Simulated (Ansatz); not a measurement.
Born–Oppenheimer molecular dynamics of FH₇Si₂ (10 atoms, charge 0, multiplicity 1). It starts at the highest image of a converged band. Of that band: Neighbouring images differ by up to 1.5 eV, so the band resolves the path poorly. A vibrational analysis at the climbing image gives one clearly imaginary mode, 1222i cm⁻¹: a first-order saddle point.

Theory: RKS B3LYP/6-31G* in Ansatz 0.2.0.

```yaml
ensemble: NVE (velocity Verlet)
time_step: 0.5 fs
steps_asked: 200
starting_velocities_drawn_for: 300 K
seed: 6843
```

First frame:

```xyz
10
Properties=species:S:1:pos:R:3
Si 0.109 -0.179 0.039
H 0.053 0.104 1.724
H 1.374 0.296 -0.567
H -0.777 1.036 -0.003
Si -1.151 -1.901 -0.932
H -2.027 -2.474 0.127
H -2.017 -1.387 -2.030
H -0.278 -2.985 -1.452
F 1.060 -1.589 1.044
H 0.556 -0.716 1.731
```

How far do the bonds stretch over the last three quarters of this one trajectory? (Pairs bonded in most of those frames.)


```json
{"bond": "Si1–H2", "mean (Å)": "1.498", "spread (Å)": "0.050", "shortest": "1.42", "longest": "1.57"}
{"bond": "Si1–H3", "mean (Å)": "1.491", "spread (Å)": "0.011", "shortest": "1.47", "longest": "1.51"}
{"bond": "Si1–H4", "mean (Å)": "1.500", "spread (Å)": "0.050", "shortest": "1.42", "longest": "1.57"}
{"bond": "Si1–Si5", "mean (Å)": "2.377", "spread (Å)": "0.021", "shortest": "2.35", "longest": "2.41"}
{"bond": "Si5–H6", "mean (Å)": "1.495", "spread (Å)": "0.007", "shortest": "1.48", "longest": "1.51"}
{"bond": "Si5–H7", "mean (Å)": "1.497", "spread (Å)": "0.023", "shortest": "1.46", "longest": "1.53"}
{"bond": "Si5–H8", "mean (Å)": "1.490", "spread (Å)": "0.010", "shortest": "1.47", "longest": "1.51"}
{"bond": "F9–H10", "mean (Å)": "0.938", "spread (Å)": "0.021", "shortest": "0.91", "longest": "0.97"}
```

Mean temperature of the second half: 1272 K. The conserved energy stayed within 0.11 meV per atom of its start (net change 0.047 meV per atom), so the integration is sound. The kinetic energy rose, since the run started high on the potential surface and went downhill. It ends in pieces (FH + H6Si2), so much of that is their flight and rotation, not heat. A run of 0.1 ps of so small a system gives no equilibrium averages. The orbitals stay closed-shell, which can raise the energy where a bond breaks towards radicals; this wasn't checked here.

Time of the run: 8.9 min on 1 thread of Arm Neoverse V1 (shared host), peak memory 0.12 GiB.
